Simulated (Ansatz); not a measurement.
Born–Oppenheimer molecular dynamics of C2H4NO (8 atoms, charge -1, multiplicity 1). It starts from a relaxed structure.

These are results of Ansatz 0.2.0, RKS PBE0-D4/6-31G*, not measurements.

* ensemble: NVT, Langevin thermostat
* time step: 0.5 fs
* steps asked: 500
* set temperature: 300 K
* friction: 0.02 /fs
* seed: 981760

First frame:

```xyz
8
Properties=species:S:1:pos:R:3
C -0.079 0.924 -0.261
C -0.144 -0.579 0.077
N 0.944 -1.033 0.671
O -1.210 -1.172 -0.249
H -0.221 1.065 -1.342
H -0.908 1.450 0.233
H 0.871 1.377 0.043
H 0.747 -2.032 0.829
```

Q: How far do the bonds stretch over the last three quarters of this one trajectory? (Pairs bonded in most of those frames.)

A: 
```json
{"bond": "C1–C2", "mean (Å)": "1.549", "spread (Å)": "0.026", "shortest": "1.49", "longest": "1.60"}
{"bond": "C1–H5", "mean (Å)": "1.104", "spread (Å)": "0.032", "shortest": "1.04", "longest": "1.16"}
{"bond": "C1–H6", "mean (Å)": "1.105", "spread (Å)": "0.045", "shortest": "1.02", "longest": "1.20"}
{"bond": "C1–H7", "mean (Å)": "1.098", "spread (Å)": "0.032", "shortest": "1.04", "longest": "1.16"}
{"bond": "C2–N3", "mean (Å)": "1.322", "spread (Å)": "0.019", "shortest": "1.28", "longest": "1.36"}
{"bond": "C2–O4", "mean (Å)": "1.264", "spread (Å)": "0.018", "shortest": "1.22", "longest": "1.31"}
{"bond": "N3–H8", "mean (Å)": "1.032", "spread (Å)": "0.018", "shortest": "0.99", "longest": "1.08"}
```

Mean temperature of the second half: 276 K. A run of 0.25 ps of so small a system gives no equilibrium averages. Limits of this set-up: an anion without diffuse functions, the dipole of an ion depends on the origin.

The run took 14 min on 1 thread of Arm Neoverse V1, with other jobs on the host, peak memory 0.11 GiB.
